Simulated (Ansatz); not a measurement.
Rock-salt ZrC, relaxed in Ansatz (plane waves) with several semilocal functionals. Each gives its own volume and its own bulk modulus:

| level | V0 (Å³/atom) | bulk modulus B0 (GPa) | ln V0 | ln B0 |
|---|---|---|---|---|
| PBEsol-D3(BJ) | 12.447 | 247.1 | 2.5215 | 5.5098 |
| PBE-D3(BJ) | 12.755 | 232.4 | 2.5459 | 5.4485 |
| PBE-D4 | 12.856 | 228.4 | 2.5538 | 5.4311 |
| r²SCAN-D4 | 13.008 | 232.0 | 2.5656 | 5.4467 |
| r²SCAN | 13.073 | 229.8 | 2.5705 | 5.4372 |
| BLYP | 13.489 | 206.6 | 2.6019 | 5.3308 |

Q: Fit a straight line to ln B0 against ln V0. What does it predict for PBEsol, whose volume is 12.723 Å³/atom?

A: With x = ln V0 and y = ln B0: means 2.55987 and 5.43402; Σ(Δx Δy) = -0.007324, Σ(Δx²) = 0.003617, so the slope is -2.02. At x = 2.5434 the line gives y = 5.43402 + (-2.02) × (2.5434 − 2.55987) = 5.4673, or 236.8 GPa. The run with PBEsol gives 236.0 GPa, -0.3 % from the line. The rows used scatter about it by up to 2.5 %, while the largest value lies 20 % above the smallest.

Measured: 223 GPa (measured, temperature not stated, not corrected to a static lattice, from single-crystal elastic constants, our sources range from 208 to 223; as tabulated in arXiv:1102.4063).

Ansatz's density-functional and Hartree–Fock values are scalar-relativistic unless marked +SOC, with PAW data made under PBE.

Ansatz is a first-principles code.
